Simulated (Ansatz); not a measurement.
```yaml
crystal:
  periodic: [false, false, false]
  atoms:
    - {symbol: Hf, position_ang: [0.005440, -0.024524, -0.165880]}
    - {symbol: O, position_ang: [-0.015488, 1.735673, 0.201218]}
    - {symbol: H, position_ang: [0.010048, -1.711150, -0.035337]}
basis:
  gaussian: {orbitals: def2-TZVP}
magnetization: {spin_polarized: true, initial_magnetization: 3}
hamiltonian: {xc: pbe0}
relax: {f_tol: 0.004, max_steps: 80}
```

```sh
$ ansatz run in.yaml --threads 1 --pin off --events-out ev --progress --plain --max-ram 2176MiB
```

Steps of the relaxation (energy above the last step; positions in Å, forces in eV/Å):

```
3
step 1, 405.4 meV
Hf    0.005   -0.025   -0.166    0.017    1.651   -0.808
O    -0.015    1.736    0.201   -0.022    1.509    0.436
H     0.010   -1.711   -0.035    0.005   -3.160    0.371
```

```
3
step 2, 1.3 meV
Hf    0.007    0.067   -0.238    0.000   -0.071    0.013
O    -0.017    1.836    0.240    0.000   -0.014   -0.003
H     0.010   -1.903   -0.002    0.000    0.085   -0.009
```

```
3
step 3, 0.7 meV
Hf    0.007    0.061   -0.239    0.001   -0.043   -0.029
O    -0.017    1.829    0.241   -0.001    0.056    0.022
H     0.010   -1.890   -0.002    0.000   -0.013    0.007
```

```
3
step 5, 0.1 meV
Hf    0.009    0.060   -0.279    0.000   -0.041    0.003
O    -0.018    1.818    0.261    0.000    0.015    0.002
H     0.009   -1.879    0.018    0.000    0.026   -0.006
```

```
3
step 7, 0.0 meV
Hf    0.009    0.057   -0.286    0.000    0.001    0.001
O    -0.018    1.815    0.265    0.000   -0.003   -0.001
H     0.009   -1.872    0.021    0.000    0.002    0.000
```

Close pairs at the end: Hf1–O2 1.843 Å, Hf1–H3 1.954 Å.

A stationary point of unrestricted PBE0 after 7 steps, with ⟨S²⟩ = 3.762 against 3.75 for a pure state; no frequencies were run, so it isn't proven a minimum. 60 s on 1 thread of Arm Neoverse V1, shared host.
